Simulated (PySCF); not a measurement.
**CH₄: from HF to coupled cluster**

How much do the numbers for CH₄ (singlet) hang on the method? All levels run at one geometry, the PBE0 minimum.

Program: PySCF 2.14.0. Level of theory: several methods, basis C def2-TZVP, H def2-TZVP, no relativity, density fitting. These are calculated values, not measurements.

## (1) The starting structure

5 atoms, charge 0, spin multiplicity 1.

Bond lengths: C1–H2 1.090 Å, C1–H3 1.090 Å, C1–H4 1.090 Å, C1–H5 1.090 Å. Angles: H2–C1–H3 109.5°, H2–C1–H4 109.5°, H2–C1–H5 109.5°, H3–C1–H4 109.5°, H3–C1–H5 109.5°, H4–C1–H5 109.5°.

```xyz
5
charge 0 multiplicity 1
C     0.0000    0.0000    0.0000
H    -0.6290   -0.6290    0.6290
H    -0.6290    0.6290   -0.6290
H     0.6290    0.6290    0.6290
H     0.6290   -0.6290   -0.6290
```

## (2) CCSD(T)

One driver script runs all steps and calls PySCF; scf.py shows the equivalent input of each level. Each SCF starts from the density of the minimum. The driver also runs the species with one electron less or more at the same geometry (one less: multiplicity 2); their logs are not shown.

The input, scf.py:

```python
from pyscf import gto, scf, dft
mol = gto.M(atom='''
C      0.000000    -0.000000     0.000000
H     -0.629030    -0.629030     0.629030
H     -0.629030     0.629030    -0.629030
H      0.629030     0.629030     0.629030
H      0.629030    -0.629030    -0.629030''',
    basis={'C': 'def2-TZVP', 'H': 'def2-TZVP'},
    charge=0, spin=0)
mf = scf.RHF(mol)
aux = {'C': 'def2-universal-JKFIT', 'H': 'def2-universal-JKFIT'}
mf = mf.density_fit(auxbasis=aux)
mf.conv_tol = 1e-08
mf.diis_space = 10
mf.max_cycle = 60
mf.verbose = 4
mf.kernel()
from pyscf import cc
mycc = cc.CCSD(mf, frozen=1).run()
mycc.ccsd_t()
```

Started as:

```console
$ OMP_NUM_THREADS=4 python axn.py task.json out
```

The log of the run:

```text
init E= -40.208509441032
  HOMO = -0.538298094280547  LUMO = 0.149844144855727  gap/eV = 18.72530
cycle= 1 E= -40.2126980746184  delta_E= -0.00419  |g|= 0.0332  |ddm|= 0.0806
  HOMO = -0.548692877094662  LUMO = 0.148588594853795  gap/eV = 18.97400
cycle= 2 E= -40.212958274815  delta_E= -0.00026  |g|= 0.0103  |ddm|= 0.02
  HOMO = -0.544172817299291  LUMO = 0.149556858451707  gap/eV = 18.87735
cycle= 3 E= -40.2129914380654  delta_E= -3.32e-05  |g|= 0.0034  |ddm|= 0.00759
  HOMO = -0.544938156126102  LUMO = 0.149501441004762  gap/eV = 18.89666
cycle= 4 E= -40.2129960494106  delta_E= -4.61e-06  |g|= 0.000418  |ddm|= 0.00358
  HOMO = -0.544957543661166  LUMO = 0.149504851073502  gap/eV = 18.89728
cycle= 5 E= -40.2129961794866  delta_E= -1.3e-07  |g|= 3.2e-05  |ddm|= 0.00126
  HOMO = -0.544964075156692  LUMO = 0.149502346506011  gap/eV = 18.89739
cycle= 6 E= -40.2129961800952  delta_E= -6.09e-10  |g|= 2.37e-06  |ddm|= 0.000161
  HOMO = -0.544964077771272  LUMO = 0.149502164397887  gap/eV = 18.89739
Extra cycle  E= -40.212996180098  delta_E= -2.83e-12  |g|= 6.35e-07  |ddm|= 8.67e-06
converged SCF energy = -40.212996180098
CCSD nocc = 4, nmo = 54
Init t2, MP2 energy = -40.3999560658283  E_corr(MP2) -0.186959885730338
RCCSD converged
E(RCCSD) = -40.4223623393929  E_corr = -0.2093661592948849
RCCSD(T) correction = -0.00573078431297787
```

This level, with the species of one electron less or more, took 5.7 s on 4 threads of Arm Neoverse V2, shared host.

* energy: -40.428093 Eh
* one electron less (charge +1): -39.902555 Eh (doublet, ⟨S²⟩ 0.77)
* MP2 correlation in its own fitting basis (same spin, opposite spin): -0.18729 Eh (-0.03539, -0.15190)
* CCSD, (T): -0.20937, -0.00573 Eh; T1 0.008, D1 0.012

## (3) HF

Changes to scf.py since step 2:

```diff
@@ -18,3 +17,0 @@
-from pyscf import cc
-mycc = cc.CCSD(mf, frozen=1).run()
-mycc.ccsd_t()
```

The SCF cycles repeat those of step 2.

This level, with the species of one electron less or more, took under 0.5 s.

| Quantity | Value |
| --- | --- |
| energy | -40.212996 Eh |
| one electron less (charge +1) | -39.717628 Eh (doublet, ⟨S²⟩ 0.77) |
| Mulliken charge of C1 | -0.45 e |

## (4) PBE0

Changes to scf.py since step 3:

```diff
@@ -10 +10,2 @@
-mf = scf.RHF(mol)
+mf = dft.RKS(mol, xc='PBE0')
+mf.grids.atom_grid = (75, 302)
```

The log of the run:

```text
init E= -40.474152288701
  HOMO = -0.403651513684595  LUMO = 0.0622282104856993  gap/eV = 12.67723
cycle= 1 E= -40.4741522886966  delta_E= 4.38e-12  |g|= 1.01e-05  |ddm|= 1.03e-05
  HOMO = -0.403655141979231  LUMO = 0.0622271933908181  gap/eV = 12.67730
Extra cycle  E= -40.474152288692  delta_E= 4.63e-12  |g|= 1.1e-05  |ddm|= 1.09e-05
converged SCF energy = -40.474152288692
```

This level, with the species of one electron less or more, took 0.6 s.

| Property | Result |
| --- | --- |
| energy | -40.474152 Eh |
| one electron less (charge +1) | -39.956752 Eh (doublet, ⟨S²⟩ 0.75) |
| Mulliken charge of C1 | -0.53 e |

## (5) PBE

Changes to scf.py since step 4:

```diff
@@ -10 +10 @@
-mf = dft.RKS(mol, xc='PBE0')
+mf = dft.RKS(mol, xc='PBE')
```

The log of the run:

```text
init E= -40.4622595856054
  HOMO = -0.345351353101409  LUMO = 0.0348855699283881  gap/eV = 10.34677
cycle= 1 E= -40.4629493741675  delta_E= -0.00069  |g|= 0.00807  |ddm|= 0.0554
  HOMO = -0.346150973121999  LUMO = 0.0340549475837477  gap/eV = 10.34593
cycle= 2 E= -40.4629430725007  delta_E= 6.3e-06  |g|= 0.00876  |ddm|= 0.00762
  HOMO = -0.347266209386038  LUMO = 0.0337416169658944  gap/eV = 10.36775
cycle= 3 E= -40.4629604617248  delta_E= -1.74e-05  |g|= 0.00169  |ddm|= 0.00556
  HOMO = -0.346866922651876  LUMO = 0.0338867969276215  gap/eV = 10.36084
cycle= 4 E= -40.4629612491789  delta_E= -7.87e-07  |g|= 2.23e-05  |ddm|= 0.00108
  HOMO = -0.346876552094567  LUMO = 0.0338826175597831  gap/eV = 10.36098
cycle= 5 E= -40.4629612493191  delta_E= -1.4e-10  |g|= 2.32e-06  |ddm|= 1.74e-05
  HOMO = -0.346877217609726  LUMO = 0.0338823748447439  gap/eV = 10.36100
Extra cycle  E= -40.4629612493175  delta_E= 1.58e-12  |g|= 3.53e-06  |ddm|= 3.52e-06
converged SCF energy = -40.4629612493175
```

This level, with the species of one electron less or more, took 1.2 s.

```
energy                        : -40.462961 Eh
one electron less (charge +1) : -39.950290 Eh (doublet, ⟨S²⟩ 0.75)
Mulliken charge of C1         : -0.51 e
```

## (6) B3LYP

Changes to scf.py since step 5:

```diff
@@ -10 +10 @@
-mf = dft.RKS(mol, xc='PBE')
+mf = dft.RKS(mol, xc='B3LYP')
```

The log of the run:

```text
init E= -40.5368178303175
  HOMO = -0.393944446097855  LUMO = 0.0488013485073431  gap/eV = 12.04773
cycle= 1 E= -40.5375932832754  delta_E= -0.000775  |g|= 0.00283  |ddm|= 0.0916
  HOMO = -0.395586511213998  LUMO = 0.0478527666606148  gap/eV = 12.06660
cycle= 2 E= -40.5375938831832  delta_E= -6e-07  |g|= 0.000264  |ddm|= 0.00151
  HOMO = -0.395509516831141  LUMO = 0.0478642750941809  gap/eV = 12.06482
cycle= 3 E= -40.537593883614  delta_E= -4.31e-10  |g|= 0.000209  |ddm|= 0.000269
  HOMO = -0.395550818666763  LUMO = 0.047851773508846  gap/eV = 12.06560
cycle= 4 E= -40.5375938941014  delta_E= -1.05e-08  |g|= 3.32e-05  |ddm|= 0.000127
  HOMO = -0.39554789269272  LUMO = 0.0478517258863462  gap/eV = 12.06552
cycle= 5 E= -40.5375938943624  delta_E= -2.61e-10  |g|= 1.97e-07  |ddm|= 1.92e-05
  HOMO = -0.395547873423368  LUMO = 0.0478517258933806  gap/eV = 12.06552
Extra cycle  E= -40.5375938943624  delta_E= -1.42e-14  |g|= 1.51e-07  |ddm|= 3.11e-07
converged SCF energy = -40.5375938943624
```

This level, with the species of one electron less or more, took 1.1 s on 4 threads of Arm Neoverse V2, shared host.

```
energy                        : -40.537594 Eh
one electron less (charge +1) : -40.017124 Eh (doublet, ⟨S²⟩ 0.75)
Mulliken charge of C1         : -0.47 e
```

## (7) r2SCAN

Changes to scf.py since step 6:

```diff
@@ -10,2 +10,2 @@
-mf = dft.RKS(mol, xc='B3LYP')
-mf.grids.atom_grid = (75, 302)
+mf = dft.RKS(mol, xc='R2SCAN')
+mf.grids.atom_grid = (90, 434)
```

The log of the run:

```text
init E= -40.4990163880621
  HOMO = -0.360530799926384  LUMO = 0.071517066054426  gap/eV = 11.75662
cycle= 1 E= -40.4992985046598  delta_E= -0.000282  |g|= 0.00357  |ddm|= 0.0439
  HOMO = -0.361195201323567  LUMO = 0.0718344057854168  gap/eV = 11.78334
cycle= 2 E= -40.4992967341906  delta_E= 1.77e-06  |g|= 0.00455  |ddm|= 0.00471
  HOMO = -0.360518666642004  LUMO = 0.0721425098637631  gap/eV = 11.77331
cycle= 3 E= -40.4993018826947  delta_E= -5.15e-06  |g|= 6.71e-05  |ddm|= 0.00249
  HOMO = -0.360521132329731  LUMO = 0.072166310616474  gap/eV = 11.77403
cycle= 4 E= -40.4993018841019  delta_E= -1.41e-09  |g|= 6.89e-06  |ddm|= 0.000211
  HOMO = -0.360518053715908  LUMO = 0.0721713422903001  gap/eV = 11.77408
Extra cycle  E= -40.4993018841159  delta_E= -1.4e-11  |g|= 7.25e-07  |ddm|= 2.37e-05
converged SCF energy = -40.4993018841159
```

This level, with the species of one electron less or more, took 2.7 s.

| Property | Result |
| --- | --- |
| energy | -40.499302 Eh |
| one electron less (charge +1) | -39.985106 Eh (doublet, ⟨S²⟩ 0.75) |
| Mulliken charge of C1 | -0.46 e |

## (8) wB97X

Changes to scf.py since step 7:

```diff
@@ -10,2 +10,2 @@
-mf = dft.RKS(mol, xc='R2SCAN')
-mf.grids.atom_grid = (90, 434)
+mf = dft.RKS(mol, xc='WB97X')
+mf.grids.atom_grid = (75, 302)
```

The log of the run:

```text
init E= -40.5169302738248
  HOMO = -0.49794685786967  LUMO = 0.137956452797045  gap/eV = 17.30381
cycle= 1 E= -40.517219545398  delta_E= -0.000289  |g|= 0.00572  |ddm|= 0.0772
  HOMO = -0.499404317540219  LUMO = 0.137571137008532  gap/eV = 17.33298
cycle= 2 E= -40.5172310143261  delta_E= -1.15e-05  |g|= 0.00163  |ddm|= 0.0103
  HOMO = -0.498958423139913  LUMO = 0.137706013674226  gap/eV = 17.32452
cycle= 3 E= -40.517231792193  delta_E= -7.78e-07  |g|= 0.000986  |ddm|= 0.00206
  HOMO = -0.499224415931128  LUMO = 0.137633487307617  gap/eV = 17.32979
cycle= 4 E= -40.5172320192571  delta_E= -2.27e-07  |g|= 3.61e-05  |ddm|= 0.000554
  HOMO = -0.499232319552661  LUMO = 0.137632420474539  gap/eV = 17.32997
cycle= 5 E= -40.5172320199665  delta_E= -7.09e-10  |g|= 5.09e-06  |ddm|= 8.54e-05
  HOMO = -0.499230671459731  LUMO = 0.13763312542255  gap/eV = 17.32995
Extra cycle  E= -40.5172320199747  delta_E= -8.17e-12  |g|= 2.15e-06  |ddm|= 1.83e-05
converged SCF energy = -40.5172320199747
```

This level, with the species of one electron less or more, took 1.1 s.

- energy: -40.517232 Eh
- one electron less (charge +1): -39.996570 Eh (doublet, ⟨S²⟩ 0.75)
- Mulliken charge of C1: -0.47 e

## (9) All levels side by side

| level | atomisation energy (kJ/mol) | vertical ionisation energy (eV) | −ε(HOMO) (eV) | gap (eV) | wall time |
| --- | --- | --- | --- | --- | --- |
| CCSD(T) | 1699 | 14.30 | – | – | 5.7 s |
| HF | 1369 | 13.48 | 14.83 | 18.90 | under 0.5 s |
| PBE0 | 1745 | 14.08 | 10.98 | 12.68 | 0.6 s |
| PBE | 1755 | 13.95 | 9.44 | 10.36 | 1.2 s |
| B3LYP | 1758 | 14.16 | 10.76 | 12.07 | 1.1 s |
| r2SCAN | 1750 | 13.99 | 9.81 | 11.77 | 2.7 s |
| wB97X | 1747 | 14.17 | 13.58 | 17.33 | 1.1 s |

Times are for 4 threads of Arm Neoverse V2, shared host; PBE0 starts from its own converged density, so its time is not comparable. A dash stands where a species or a free atom was not run at that level, or the quantity is not defined.

Atomisation goes to high-spin atoms in their ground configurations, run at the same level, without zero-point energy.

## (10) What came out

```
                                 quantity                         value
atomisation energy, CCSD(T) in this basis                   1699 kJ/mol
      vertical ionisation energy, CCSD(T)                      14.30 eV
                       orbital gap, range  10.36 (PBE) to 18.90 (HF) eV
                                   T1, D1                  0.008, 0.012
                     T1, D1 of the cation                  0.011, 0.022
```

In words: In atomisation energy the functionals lie from +45 kJ/mol (PBE0) to +58 kJ/mol (B3LYP) against CCSD(T). In a basis of this size CCSD(T) binds too weakly, often by tens of kJ/mol, while functionals are nearer their limits, so this ranks no functional. HF lacks the correlation that pairing electrons in bonds brings, so it binds too weakly, by 331 kJ/mol even against this CCSD(T). Against CCSD(T), the vertical ionisation energy is best met by wB97X (-0.13 eV) and worst by HF (-0.82 eV). CCSD(T) took 5.7 s, about 5 times as long as wB97X (1.1 s), which misses it by 0.13 eV. The PBE orbital energy is a poor guide to ionisation (9.4 eV, 4.9 eV too small); the difference of PBE energies gives 14.0 eV.
